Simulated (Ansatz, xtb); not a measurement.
## CH2S2: which of two conformers lies lower

We compare a, `S=CS`, a singlet, with b, `S=CS`, a singlet. Both are isolated molecules in the gas phase, relaxed with PBE0-D4/def2-TZVP.

a (Å):

```xyz
5

C     0.6551   -0.0156   -1.0124
S     0.0187   -0.3911    0.5458
S     1.9607    0.8987   -1.2533
H     0.0940   -0.4540   -1.8385
H    -1.0162   -1.1454    0.1317
```

b (Å):

```yaml
atoms:
  - { symbol: C, position_ang: [0.1822, -0.0287, -1.3305] }
  - { symbol: S, position_ang: [-0.5385, 0.4072, -2.7063] }
  - { symbol: S, position_ang: [-0.3342, -1.1774, -0.1586] }
  - { symbol: H, position_ang: [1.1312, 0.4135, -1.0193] }
  - { symbol: H, position_ang: [-1.4694, -1.5299, -0.7912] }
```

Energies in hartree; the thermal terms are from PBE0-D4/def2-TZVP harmonic frequencies (ideal gas, rigid rotor, one conformer each, 298.15 K, 1 atm) and include the zero-point energy:

```
                                a           b
E, CCSD(T)/def2-TZVPP  −834.676596  −834.678751
    zero-point energy     0.026008     0.026204
         H(298 K) − E     0.030771     0.030881
         G(298 K) − E    −0.000537    −0.000272
```

Task: Work out ΔE, ΔE₀, ΔH and ΔG for a → b in kcal/mol (1 Eh = 627.51 kcal/mol) and the equilibrium ratio [b]/[a].

Result: 1. ΔE = −834.678751 − (−834.676596) = −0.002155 Eh = −1.35 kcal/mol.
2. ΔE₀ = ΔE + ΔZPE = −0.002155 + (+0.000196) Eh = −1.23 kcal/mol.
3. ΔH = ΔE + (+0.000110) Eh = −1.28 kcal/mol.
4. ΔG = ΔE + (+0.000265) Eh = −1.19 kcal/mol, so ΔS = (ΔH − ΔG)/T = −1.4 J/(mol K).
5. kT = 0.9442 mEh, so K = [b]/[a] = exp(−ΔG/kT) = exp(+2.00) ≈ 7.4.

Structure b is favoured at this temperature. An error of 1 kcal/mol in ΔG would change K by a factor of 5.4. Mirror images and further conformers aren't counted.

Other levels gave ΔE = −1.4 (PBE0-D4/def2-TZVP); −1.2 (HF/def2-TZVPP); −1.5 (MP2/def2-TZVPP) kcal/mol. The correlated steps freeze 11 core orbitals. Programs: Ansatz 0.2.0.
